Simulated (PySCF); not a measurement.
# CH3NO (Nitrosomethane): the cost of one run

Computed with PySCF 2.14.0 and routines of our own; the level stands in each step. Atoms count from 0.

## Step 1: The starting structure

6 atoms, charge 0, multiplicity 1; geometry from: GFN2-xTB.

## Step 2: Relaxing the molecule at B3LYP/6-31+G*

Job settings and geometry (Å):

```
{"job": {"xc": "B3LYP", "basis": "6-31+G*", "grid": 1, "kind": "geom"}, "charge": 0, "multiplicity": 1}
C     -0.419450     0.042671     0.022199
N      0.870397    -0.586674     0.125548
O      1.831305     0.066936    -0.211709
H     -0.860599     0.013496     1.019441
H     -1.032091    -0.599293    -0.612054
H     -0.386440     1.064854    -0.364998
```

Launch:

```sh
OMP_NUM_THREADS=1 python excited_run.py task.json out
```

This one command runs all jobs of the session in turn.

**Question.** How long does this first job take on 1 thread of Intel Xeon Platinum 8488C, shared host, and how much memory does it need?

About 3.4 s, with a peak of 0.28 GiB.
